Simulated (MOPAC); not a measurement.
MOPAC input (MNDO):

```
MNDO PRECISE GNORM=0.05 LET XYZ UHF MS=0.5 GEO-OK AUX(PRECISION=9) THREADS=1
NO2

N     0.00073453 1   -0.00649234 1    0.32080948 1
O     0.02743334 1    1.09989995 1   -0.11821611 1
O    -0.02807606 1   -1.09421916 1   -0.16249219 1
```

Problem. What heat of formation does the run end on?

Solution. -6.10 kcal/mol.
